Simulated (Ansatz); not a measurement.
Reaction: C2H4ClF ((1S)-1-chloro-1-fluoroethane, SMILES C[C@@H](F)Cl) → C2H4Cl (SMILES [CH](C)Cl, doublet) + F (doublet) (the C-F bond breaks)
Each species at its own B3LYP-D3(BJ)/def2-TZVP minimum (Ansatz, a program for electronic structure).

Total energies in hartree (Ansatz). Radicals and triplets start from unrestricted determinants; spin-orbit coupling is neglected. Correlated methods leave the cores frozen. No relativity.

```csv
species,HF/cc-pV(T+d)Z,CCSD(T)/cc-pV(T+d)Z,HF/cc-pV(Q+d)Z,CCSD(T)/cc-pV(Q+d)Z,CCSD(T)/cc-pV(D+d)Z,CCSDT(Q)/cc-pV(D+d)Z
1: C2H4ClF (SMILES C[C@@H](F)Cl),-637.09025,-637.94462,-637.10734,-638.02447,-637.68152,-637.68363
"2: C2H4Cl (SMILES C[CH]Cl, doublet)",-537.57109,-538.14570,-537.57990,-538.19233,-537.98845,-537.99019
3: F (doublet),-99.40552,-99.62036,-99.41377,-99.65026,-99.52757,-99.52776
```

Q: Work out the bond dissociation energy (electronic) in kJ/mol: take Hartree-Fock from cc-pV(Q+d)Z, extrapolate the CCSD(T) correlation energy as X^-3 (X = 3, 4), and add CCSDT(Q) - CCSD(T) in cc-pV(D+d)Z. 1 hartree = 2625.5 kJ/mol.

A: 
Species 1: correlation (64·(-0.91713) - 27·(-0.85437))/37 = -0.96293; step -0.00211; E1 = -637.10734 + (-0.96293) + (-0.00211) = -638.07238
Species 2: correlation (64·(-0.61243) - 27·(-0.57461))/37 = -0.64003; step -0.00174; E2 = -537.57990 + (-0.64003) + (-0.00174) = -538.22167
Species 3: correlation (64·(-0.23649) - 27·(-0.21484))/37 = -0.25229; step -0.00019; E3 = -99.41377 + (-0.25229) + (-0.00019) = -99.66625
-1·E1 +1·E2 +1·E3 = 0.18446 hartree = 484.3 kJ/mol.
